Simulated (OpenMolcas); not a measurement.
Which level was it?

SiH3 has 4 atoms, charge 0, and is taken as a doublet. As SMILES, `[SiH3]`. The coordinates come from a GFN2-xTB relaxation.

```xyz
4

Si    0.2066   -0.0189   -0.1151
H     0.5871    0.6618    1.1056
H    -0.1950   -1.4016    0.0434
H    -0.5987    0.7587   -1.0339
```

A calculation with OpenMolcas 26.06 gave:

```json
{
 "total energy": "-288.4778 Eh",
 "dipole moment": "0.26 D",
 "HOMO energy": "-4.88 eV",
 "LUMO energy": "-3.58 eV",
 "⟨S²⟩": "0.751"
}
```

Problem. Which of these levels gave the numbers?
A. M06-2X/3-21G
B. r2SCAN/3-21G
C. PBE0/3-21G
D. SVWN5/3-21G

Solution. D. The others give -289.6321 Eh (M06-2X/3-21G), -289.6296 Eh (r2SCAN/3-21G), -289.5493 Eh (PBE0/3-21G).
